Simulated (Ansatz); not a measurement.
Born–Oppenheimer molecular dynamics of CH$_{5}$FSi (8 atoms, charge 0, multiplicity 1). It starts from a relaxed structure.

Computed with RKS B3LYP-D4/6-31G* (Ansatz 0.2.0).

| Property | Result |
| --- | --- |
| ensemble | NVT, Langevin thermostat |
| time step | 0.5 fs |
| steps asked | 166 |
| set temperature | 400 K |
| friction | 0.5 /fs |
| seed | 873999 |

Frames 1 fs apart, positions in Å, forces in eV/Å.

Velocities at 10 fs (Å/ps):

```
Si 2.93 0.77 1.91
C -0.68 8.21 -3.59
H -7.63 43.86 3.15
H -8.30 23.92 1.63
H -21.84 4.88 17.41
F 3.52 0.79 -4.06
H -7.10 9.20 18.52
H -10.71 23.00 -9.28
```

```xyz
8
Properties=species:S:1:pos:R:3:forces:R:3 time_fs=10 energy_less_start_eV=0.146 T=329
Si -0.006 0.005 0.001 -0.01 -0.39 0.13
C 0.033 0.013 1.871 -0.79 2.17 0.03
H -1.012 0.054 2.206 -0.11 -0.41 0.08
H 0.561 -0.723 2.409 0.54 -1.54 0.32
H 0.439 0.949 2.308 0.01 -0.02 -0.58
F 1.504 0.177 -0.558 -0.12 -0.16 -0.16
H -0.827 1.122 -0.548 0.07 0.02 0.15
H -0.656 -1.281 -0.470 0.40 0.33 0.03
8
Properties=species:S:1:pos:R:3:forces:R:3 time_fs=11 energy_less_start_eV=0.171 T=334
Si -0.007 0.004 0.002 0.17 0.08 0.07
C 0.036 0.021 1.866 -1.64 1.85 0.25
H -1.029 0.089 2.213 0.52 -0.59 -0.20
H 0.558 -0.715 2.411 0.49 -1.58 0.37
H 0.422 0.942 2.313 0.32 0.42 -0.49
F 1.506 0.178 -0.565 -0.33 -0.20 -0.09
H -0.834 1.142 -0.516 0.15 -0.09 0.12
H -0.661 -1.257 -0.477 0.32 0.10 -0.03
8
Properties=species:S:1:pos:R:3:forces:R:3 time_fs=12 energy_less_start_eV=0.198 T=267
Si -0.008 0.003 0.002 0.36 0.61 0.11
C 0.040 0.027 1.863 -2.25 1.48 0.60
H -1.046 0.110 2.228 1.07 -0.72 -0.49
H 0.552 -0.723 2.408 0.37 -1.33 0.29
H 0.404 0.946 2.313 0.56 0.61 -0.40
F 1.507 0.179 -0.572 -0.46 -0.20 -0.04
H -0.844 1.153 -0.492 0.23 -0.20 0.10
H -0.644 -1.242 -0.470 0.12 -0.24 -0.17
8
Properties=species:S:1:pos:R:3:forces:R:3 time_fs=13 energy_less_start_eV=0.218 T=288
Si -0.008 0.002 0.003 0.69 1.18 0.33
C 0.038 0.034 1.860 -2.52 1.56 0.83
H -1.062 0.117 2.235 1.41 -0.68 -0.66
H 0.530 -0.736 2.399 0.42 -1.18 0.33
H 0.400 0.964 2.304 0.52 0.30 -0.41
F 1.508 0.177 -0.577 -0.51 -0.19 -0.01
H -0.844 1.155 -0.466 0.18 -0.13 0.01
H -0.624 -1.214 -0.460 -0.20 -0.86 -0.41
8
Properties=species:S:1:pos:R:3:forces:R:3 time_fs=14 energy_less_start_eV=0.228 T=264
Si -0.009 0.002 0.006 0.74 1.53 0.35
C 0.037 0.042 1.857 -2.49 1.39 1.23
H -1.070 0.103 2.241 1.54 -0.51 -0.79
H 0.506 -0.747 2.399 0.45 -0.95 0.24
H 0.404 0.978 2.304 0.40 0.00 -0.47
F 1.507 0.181 -0.579 -0.59 -0.22 0.01
H -0.850 1.169 -0.432 0.23 -0.18 -0.06
H -0.634 -1.197 -0.457 -0.28 -1.06 -0.50
8
Properties=species:S:1:pos:R:3:forces:R:3 time_fs=15 energy_less_start_eV=0.191 T=304
Si -0.011 0.003 0.009 0.88 1.31 0.21
C 0.033 0.048 1.855 -2.15 0.60 1.49
H -1.057 0.104 2.245 1.25 -0.39 -0.78
H 0.491 -0.749 2.422 0.32 -0.57 -0.09
H 0.410 0.974 2.286 0.50 0.32 -0.30
F 1.506 0.185 -0.580 -0.67 -0.24 0.06
H -0.835 1.173 -0.418 0.11 -0.10 -0.12
H -0.633 -1.204 -0.455 -0.24 -0.93 -0.47
8
Properties=species:S:1:pos:R:3:forces:R:3 time_fs=16 energy_less_start_eV=0.205 T=329
Si -0.014 0.004 0.008 1.17 1.36 0.36
C 0.027 0.053 1.854 -1.64 -0.50 1.67
H -1.036 0.107 2.266 0.79 -0.32 -0.77
H 0.488 -0.752 2.450 0.09 -0.04 -0.57
H 0.411 0.964 2.264 0.74 0.88 -0.03
F 1.507 0.185 -0.584 -0.79 -0.27 0.12
H -0.821 1.176 -0.410 0.00 0.02 -0.20
H -0.633 -1.198 -0.439 -0.36 -1.13 -0.59
8
Properties=species:S:1:pos:R:3:forces:R:3 time_fs=17 energy_less_start_eV=0.282 T=413
Si -0.019 0.002 0.005 1.74 1.06 0.70
C 0.021 0.058 1.854 -0.99 -2.03 1.60
H -1.018 0.098 2.267 0.22 -0.23 -0.58
H 0.496 -0.768 2.471 -0.26 0.62 -1.07
H 0.408 0.949 2.247 1.06 1.66 0.33
F 1.509 0.185 -0.590 -1.05 -0.26 0.19
H -0.832 1.149 -0.368 -0.28 0.50 -0.46
H -0.630 -1.198 -0.428 -0.45 -1.33 -0.70
8
Properties=species:S:1:pos:R:3:forces:R:3 time_fs=18 energy_less_start_eV=0.332 T=366
Si -0.025 0.003 0.004 2.29 -0.19 0.89
C 0.020 0.062 1.857 -1.26 -2.59 1.14
H -1.021 0.077 2.266 0.29 -0.06 -0.54
H 0.500 -0.753 2.467 -0.16 0.40 -0.98
H 0.421 0.937 2.231 1.18 2.29 0.62
F 1.510 0.190 -0.591 -1.21 -0.22 0.23
H -0.837 1.098 -0.350 -0.85 1.35 -0.78
H -0.624 -1.222 -0.430 -0.27 -0.99 -0.57
8
Properties=species:S:1:pos:R:3:forces:R:3 time_fs=19 energy_less_start_eV=0.351 T=301
Si -0.024 0.009 0.002 2.40 -1.07 0.98
C 0.018 0.063 1.858 -1.87 -2.14 0.89
H -1.035 0.052 2.281 0.68 0.12 -0.73
H 0.482 -0.741 2.451 0.25 -0.17 -0.61
H 0.434 0.932 2.235 1.03 2.22 0.62
F 1.511 0.190 -0.595 -1.23 -0.16 0.25
H -0.835 1.085 -0.335 -1.14 1.74 -0.96
H -0.611 -1.248 -0.433 -0.12 -0.55 -0.43
8
Properties=species:S:1:pos:R:3:forces:R:3 time_fs=20 energy_less_start_eV=0.308 T=339
Si -0.023 0.015 -0.001 2.01 -1.08 1.03
C 0.012 0.063 1.858 -1.85 -1.23 1.10
H -1.041 0.037 2.302 0.80 0.31 -0.91
H 0.452 -0.743 2.441 0.58 -0.43 -0.41
H 0.446 0.947 2.237 0.63 1.40 0.36
F 1.503 0.189 -0.597 -0.99 -0.10 0.19
H -0.827 1.107 -0.328 -1.05 1.59 -0.93
H -0.599 -1.251 -0.433 -0.13 -0.44 -0.43
8
Properties=species:S:1:pos:R:3:forces:R:3 time_fs=21 energy_less_start_eV=0.245 T=599
Si -0.021 0.022 -0.001 1.56 -1.35 1.00
C 0.010 0.062 1.857 -1.23 -0.18 1.40
H -1.024 0.029 2.318 0.52 0.36 -0.88
H 0.450 -0.751 2.424 0.71 -0.47 -0.33
H 0.460 0.973 2.247 0.16 0.33 -0.05
F 1.491 0.187 -0.595 -0.54 -0.05 0.08
H -0.809 1.116 -0.354 -1.10 1.59 -0.90
H -0.590 -1.257 -0.449 -0.09 -0.23 -0.31
```

Of the whole run (83 fs, mean temperature of the second half 361 K): A run of 0.083 ps of so small a system gives no equilibrium averages. The friction is so strong that the motion is overdamped, so the time scale means little.

Run time: 7.7 min on 1 thread of Arm Neoverse N1 (shared host), peak memory 0.11 GiB.
